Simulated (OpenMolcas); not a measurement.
**CH4BO (SMILES [BH]OC): methods side by side**

CH4BO has 7 atoms, charge 0, and is taken as a doublet. As SMILES, `[BH]OC`. The shape is that of a PBE0-D4/def2-TZVP optimisation. This is one conformer, not always the lowest.

```xyz
7

B    -1.3196   -1.0257   -0.1729
O    -0.2724   -0.7071    0.5645
C     0.6422    0.3386    0.2439
H    -1.6285   -0.4742   -1.2016
H     0.3578    0.8340   -0.6876
H     0.6430    1.0593    1.0623
H     1.6389   -0.0928    0.1456
```

Each level gives the dipole moment (D). The values are calculated.

```
             level             kind     program  value (D)  CPU time
     UHF/def2-TZVP     Hartree–Fock  OpenMolcas       2.29      14 s
  USVWN5/def2-TZVP              LDA  OpenMolcas       2.53      27 s
U-revPBE/def2-TZVP              GGA  OpenMolcas       2.40      41 s
   UBLYP/def2-TZVP              GGA  OpenMolcas       2.41      41 s
   UTPSS/def2-TZVP         meta-GGA  OpenMolcas       2.43      52 s
  UBHLYP/def2-TZVP    global hybrid  OpenMolcas          ?      39 s
 UM06-2X/def2-TZVP  hybrid meta-GGA  OpenMolcas          ?      49 s
   UPBE0/def2-TZVP    global hybrid  OpenMolcas       2.40      39 s
```

Problem. Estimate the missing values from the other rows.

Solution. As computed at these levels: UBHLYP/def2-TZVP: 2.37 D; UM06-2X/def2-TZVP: 2.33 D. The values span 2.29 to 2.53 D. CPU times are rough (shared hosts, several kinds of processor): they show what a rung costs within a factor of a few.
